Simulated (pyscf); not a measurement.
Optimised with ωB97X-D3(BJ)/def2-SVP in PySCF.

**Question.** PBE/def2-TZVP puts the barrier of HO–Si(OH)(F)–F + H atom (H•) → water (H₂O) + HO–Si•(F)–F (substitution at O; doublet surface; O–Si broken, H–O formed) at 23.4 kcal/mol and the reaction energy at +13.0 kcal/mol, from the separated reactants. What do r²SCAN/def2-TZVP, M06-2X/def2-TZVP, ωB97M-D3(BJ)/def2-TZVP give on the same structures?

**Answer.** r²SCAN: ΔE‡ = 28.4 kcal/mol, ΔE = +16.5 kcal/mol; M06-2X: ΔE‡ = 36.3 kcal/mol, ΔE = +20.1 kcal/mol; ωB97M-D3(BJ): ΔE‡ = 35.5 kcal/mol, ΔE = +19.7 kcal/mol. PBE's barrier lies under all of them, by 5.0 to 12.9 kcal/mol. Its reaction energy lies under all of them, by 3.5 to 7.1 kcal/mol. On the product side the descent ends in a bound adduct, 8.7 kcal/mol under the separated species and 28.0 kcal/mol under the saddle at ωB97X-D3(BJ)/def2-TZVP. At ωB97X-D3(BJ)/def2-TZVP the barrier from the zero used here is 39.0 kcal/mol. This is the saddle that the search found; another between the same sides may lie lower. The angle at the attacked O is 137°.
